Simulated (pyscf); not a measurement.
Structures and frequencies: ωB97X-D3(BJ)/def2-SVP in PySCF.

Problem. For the elementary gas-phase step [O=Al]• + methane (CH₄) → HO–Al [singlet] + methyl (CH₃•) (doublet surface; C–H broken, H–O formed), what barrier and reaction energy does r²SCAN/def2-TZVP give, measured from the separated reactants?

Solution. ΔE‡ = 25.0 kJ/mol, ΔE = -10.1 kJ/mol. ωB97M-D3(BJ)/def2-TZVP gives 38.8 kJ/mol and -32.6 kJ/mol. Zero-point energy shifts the barrier by -13.8 kJ/mol. It is a hydrogen abstraction, with an imaginary mode of 1431i cm⁻¹. From the product side, [H₃C–Al–OH]• lies, by one bond made or cut, 211.6 kJ/mol under this saddle at ωB97M-D3(BJ). This is the saddle that the search found; another between the same sides may lie lower. The angle at the transferred H is 179°. The term symbol of open-shell O=Al was not checked; spin-orbit terms are left out.
